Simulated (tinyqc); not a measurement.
Worked calculation: UKS/LDA (VWN5) in the sto-3g basis, for H2O+, spin multiplicity 2. One step of it, computed by the program tinyqc.

Problem. Iteration 2: DIIS coefficients. Solve [B -1; -1 0][c; lambda] = [0; -1] for the coefficients, which sum to one.

B (overlaps of the stored error matrices):
$$\begin{pmatrix}
8.6909328e-01 & -1.1829235e+00 \\
-1.1829235e+00 & 2.5617827e+00
\end{pmatrix}$$

Give: DIIS coefficients.

Solution.

DIIS coefficients: [0.6460, 0.3540]
